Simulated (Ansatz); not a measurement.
Wavefunction ladder for nitrogen

| atom | x (Å) | y (Å) | z (Å) |
| --- | --- | --- | --- |
| N1 | -0.439 | 0.100 | -0.306 |
| N2 | 0.439 | -0.100 | 0.306 |

Charge 0, multiplicity 1. The geometry is a stationary point of PBE0-D4/def2-TZVP. Frozen core, restricted reference, Ansatz 0.2.0. CBS rows extrapolate triple and quadruple zeta.

```csv
basis,HF (Eh),MP2 corr.,CCSD corr.,(T),CCSD(T) total
def2-SVP,-108.85331,-0.30700,-0.30957,-0.01188,-109.17476
def2-TZVPP,-108.98957,-0.37005,-0.36933,-0.01804,-109.37694
def2-QZVPP,-108.99380,-0.39554,?,-0.01983,?
CBS(def2),-108.99438,-0.41441,?,-0.02116,?
cc-pV(D+d)Z,?,-0.30385,-0.30743,-0.01161,?
cc-pV(T+d)Z,-108.98487,-0.37147,-0.37034,-0.01818,-109.37339
cc-pV(Q+d)Z,-108.99256,-0.39660,-0.39167,?,?
CBS(cc),-108.99487,-0.41449,-0.40686,-0.02104,-109.42277
```

(1) Fill in the withheld values. (Estimate.)

Answers

(1) The calculation gave: def2-QZVPP CCSD corr.: -0.39071; def2-QZVPP CCSD(T) total: -109.40434; CBS(def2) CCSD corr.: -0.40655; CBS(def2) CCSD(T) total: -109.42209; cc-pV(D+d)Z HF (Eh): -108.95504; cc-pV(D+d)Z CCSD(T) total: -109.27408; cc-pV(Q+d)Z (T): -0.01985; cc-pV(Q+d)Z CCSD(T) total: -109.40408.
